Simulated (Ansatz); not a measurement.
Chalcopyrite ZnSnAs2 was calculated with BLYP (Ansatz, a quantum-chemistry and plane-wave program, PAW).

Settings: plane-wave cutoff 520 eV, 8×8×8 k mesh, Fermi–Dirac smearing 0.01 eV, scalar-relativistic PAW data made under PBE.

Cell (relaxed at this level):

```xyz
8
Lattice="-3.0319 3.0319 6.0879 3.0319 -3.0319 6.0879 3.0319 3.0319 -6.0879" Properties=species:S:1:pos:R:3 pbc="T T T"
Zn     0.0000     0.0000     0.0000
Zn     0.0000     3.0319     3.0439
Sn     0.0000     0.0000     6.0879
Sn     3.0319     0.0000     3.0439
As     1.6519     1.5159     7.6098
As     1.5159    -1.6519     4.5659
As     1.3800     1.5159     1.5220
As     1.5159     4.6837    -1.5220
```

**Question.** Predict the bulk modulus, band gap and pressure derivative B′ of the bulk modulus.

**Answer.** 
- bulk modulus: 43.6 GPa
- band gap: 0.01 eV (under three smearing widths, so not firm)
- pressure derivative B′ of the bulk modulus: 4.8

Measured, for comparison: band gap 0.75 eV (temperature not stated, not corrected to a static lattice, direct or pseudo-direct at Γ, our sources range from 0.65 to 0.75; as tabulated in Ghosh et al. (2024), arXiv:2401.16805).

Note: the cell is over a tenth larger than the published one: the level's own overestimate first of all, though another phase or state, or a fault of the published cell, is possible; the bulk modulus comes from volumes at which shape and atoms were relaxed.

Spin–orbit coupling is not included; it can close the smallest gap of 0.01 eV.
